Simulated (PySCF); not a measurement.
# AlO⁺: frontier orbitals

LDA at R = 1.770 Å; PySCF, no relativity, basis sets Al def2-SVPD, O def2-SVPD. State: ³Π (triplet), unpaired electrons σ ↑, π ↑. Only the outer orbitals are listed, counted within each symmetry.

```json
{"spin": "α", "orbital": "5σ", "occ.": "1", "ε (eV)": "-30.78", "on Al (%)": "7", "main shells (%)": "90 O s"}
{"spin": "α", "orbital": "6σ", "occ.": "1", "ε (eV)": "-17.54", "on Al (%)": "30", "main shells (%)": "64 O p, 28 Al s"}
{"spin": "α", "orbital": "2π", "occ.": "1", "ε (eV)": "-17.10", "on Al (%)": "4", "main shells (%)": "95 O p"}
{"spin": "α", "orbital": "2π", "occ.": "1", "ε (eV)": "-15.49", "on Al (%)": "6", "main shells (%)": "93 O p"}
{"spin": "α", "orbital": "7σ", "occ.": "1", "ε (eV)": "-14.25", "on Al (%)": "75", "main shells (%)": "52 Al s, 22 Al p, 19 O p"}
{"spin": "α", "orbital": "3π", "occ.": "0", "ε (eV)": "-9.53", "on Al (%)": "100", "main shells (%)": "99 Al p"}
{"spin": "α", "orbital": "3π", "occ.": "0", "ε (eV)": "-9.31", "on Al (%)": "98", "main shells (%)": "97 Al p"}
{"spin": "β", "orbital": "5σ", "occ.": "1", "ε (eV)": "-28.94", "on Al (%)": "9", "main shells (%)": "89 O s"}
{"spin": "β", "orbital": "6σ", "occ.": "1", "ε (eV)": "-16.26", "on Al (%)": "35", "main shells (%)": "58 O p, 33 Al s"}
{"spin": "β", "orbital": "2π", "occ.": "1", "ε (eV)": "-14.48", "on Al (%)": "8", "main shells (%)": "91 O p"}
{"spin": "β", "orbital": "2π", "occ.": "0", "ε (eV)": "-14.36", "on Al (%)": "8", "main shells (%)": "91 O p"}
{"spin": "β", "orbital": "7σ", "occ.": "0", "ε (eV)": "-12.73", "on Al (%)": "74", "main shells (%)": "54 Al s, 21 O p, 19 Al p"}
{"spin": "β", "orbital": "3π", "occ.": "0", "ε (eV)": "-8.37", "on Al (%)": "97", "main shells (%)": "96 Al p"}
```

Problem. Which are the highest filled and the lowest empty level, where do they sit, and how wide is the gap?

Solution. Highest filled α 7σ at -14.25 eV (in %: 52 Al s, 22 Al p, 19 O p); lowest empty β 2π at -14.36 eV (in %: 91 O p); the gap at LDA is -0.11 eV.

The bond order (Mayer) is 1.27 and the ⟨S²⟩ is 2.004. The charge on Al (Mulliken, basis-dependent) is 1.25 and the charge on Al (Löwdin, basis-dependent) is 1.32. The dipole moment (positive dipole points towards O; it is taken about the centre of mass and depends on that origin) is -4.46 D.

Counting both spins, an empty level lies below a filled one in this solution, because spin and occupation are held. The state is the lowest determinant that a PBE0 search found; another state may lie lower at other levels.
